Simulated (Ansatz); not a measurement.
# BFHS radical: functionals against CCSD(T) at one geometry

The task here is to estimate one member of a computed series from the others.

Program: Ansatz 0.2.0, Gaussian basis. Level of theory: single points in def2-TZVPP. These are calculated values, not measurements.

Cores are frozen in the correlated methods. Orbitals are unrestricted.

## The starting structure

SMILES `FB[S]`, 4 atoms, charge 0, spin multiplicity 2.

Atoms are counted from 1 here; the program's logs count them from 0.

Bond lengths: F1–B2 1.297 Å, B2–S3 1.743 Å, B2–H4 1.254 Å. Angles: F1–B2–S3 126.2°, F1–B2–H4 119.4°, S3–B2–H4 113.9°.

As a file:

```xyz
4
BFHS
F     1.1207    0.6750   -0.4152
B     0.0951    0.0277    0.0437
S    -1.4773   -0.0739   -0.7024
H     0.2381   -0.7282    1.0345
```

The first run:

run/in.yaml

```yaml
crystal:
  periodic: [false, false, false]
  atoms:
    - {symbol: F, position_ang: [1.120657, 0.674970, -0.415212]}
    - {symbol: B, position_ang: [0.095116, 0.027697, 0.043707]}
    - {symbol: S, position_ang: [-1.477251, -0.073880, -0.702365]}
    - {symbol: H, position_ang: [0.238059, -0.728212, 1.034467]}
basis:
  gaussian: {orbitals: def2-TZVPP}
magnetization: {spin_polarized: true, initial_magnetization: 1}
hamiltonian: {xc: pbe, dispersion: d4}
output: {forces: true}
```

The run is started by

```bash
$ ansatz run in.yaml --threads 2 --pin off --events-out ev --progress --plain --max-ram 3481MiB
```

Steps of the session up to this table: PBE-D4/def2-TZVPP; r2SCAN-D4/def2-TZVPP; PBE0-D4/def2-TZVPP; wB97M-V/def2-TZVPP; CCSD(T)/def2-TZVPP.

One table of the session follows, with a row left open; its other results are not shown here.

```
   method  RMS force component (eV/Å)  angle to CCSD(T) forces (°)  dipole (D)
   PBE-D4                       0.803                         19.4        0.39
r2SCAN-D4                       0.743                          8.7        0.42
  PBE0-D4                       0.724                          6.0        0.49
  wB97M-V                           ?                            ?           ?
  CCSD(T)                       0.911                    reference        0.54
```

**Question.** Estimate the row for wB97M-V.

**Answer.** RMS force component (eV/Å): 0.845; angle to CCSD(T) forces (°): 6.3; dipole (D): 0.47. In the column «RMS force component (eV/Å)» it lies between PBE-D4 (0.803) and CCSD(T) (0.911).

To keep in mind: The reference is not at the basis limit: in triple zeta CCSD(T) underbinds, which counts against methods that bind more; the gaps are no ranking.
